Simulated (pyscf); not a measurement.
Elementary routes open to H₃Ge–O–GeH₃ + H• in the gas phase (doublet surface):
A. •H₂Ge–O–GeH₃ + H₂ (Ge–H broken; H–H formed)
B. HO–GeH₃ + GeH₃• (Ge–O broken; H–O formed)

Single points on ωB97X-D3(BJ)/def2-SVP structures (PySCF, gas phase).

Rank the routes by free-energy barrier at 1200 K, lowest first, for ωB97M-D3(BJ)/def2-TZVP energies (ideal gas, 1 atm, RRHO with modes under 100 cm⁻¹ raised to 100, one conformer, R ln 2 for chiral ones without a mode under 150 cm⁻¹).

A (25.7 kcal/mol), B (36.6 kcal/mol)

Route A is the fastest of these, ahead of the next by 10.9 kcal/mol. The most stable products are those of A (ΔG = -26.9 kcal/mol), so kinetics and thermodynamics agree. At 298 K A is still the fastest. Only these routes are compared; each barrier is that of the saddle found, and lower ones may exist. Elements up to Kr have no core potential and no relativistic terms here.
